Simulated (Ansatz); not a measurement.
C4H8O can be A, `OC1CCC1`, or B, `OCC1CC1`.

Isolated molecules relaxed with PBE0-D4/def2-TZVP in Ansatz; ΔE leaves out vibrations. CBS: MP2 limit from def2 TZ/QZ plus the TZ coupled-cluster correction, frozen cores. DFT in def2-TZVPP. B3LYP here is the variant with VWN-RPA as its local correlation; programs differ in this. Each species was taken in one conformer, which may not be the lowest.

A:

```xyz
13

O    -1.3649    0.2868    1.5225
C    -0.7827   -0.1010    0.3072
C    -0.1109    1.0304   -0.4694
C     0.9764    0.0219   -0.8904
C     0.5631   -0.8502    0.3115
H    -1.7993   -0.4742    1.9155
H    -1.5102   -0.6243   -0.3282
H     0.2853    1.7649    0.2355
H    -0.6873    1.5444   -1.2394
H     0.7373   -0.4585   -1.8412
H     2.0064    0.3753   -0.9283
H     0.5591   -1.9358    0.1979
H     1.1279   -0.5797    1.2067
```

B:

```xyz
13

O     1.835    0.772   -1.162
C     0.525    1.009   -0.690
C     0.177    0.173    0.503
C    -1.252   -0.177    0.768
C    -0.305   -1.233    0.287
H     1.937   -0.179   -1.266
H     0.488    2.073   -0.440
H    -0.219    0.833   -1.483
H     0.809    0.337    1.370
H    -1.587   -0.218    1.796
H    -1.997    0.186    0.069
H    -0.419   -1.577   -0.736
H     0.008   -1.999    0.984
```

Problem. Which isomer does CCSD(T)/CBS put lower? Give the gap. (Best estimate.)

Solution. Ansatz gave: A, by 17.1 kJ/mol.

Problem. Give E(B) − E(A) in kJ/mol with B2PLYP, CCSD/def2-TZVPP, B3LYP, MP2/def2-TZVPP, PBE0-D4, CCSD(T)/def2-TZVPP, ωB97M-V. (An estimate is asked.)

Solution. Ansatz gave: B2PLYP 12.6, CCSD/def2-TZVPP 16.9, B3LYP 10.9, MP2/def2-TZVPP 13.7, PBE0-D4 15.2, CCSD(T)/def2-TZVPP 17.1, ωB97M-V 15.9. None reverses the order clearly.

Largest T1 diagnostic: 0.009.
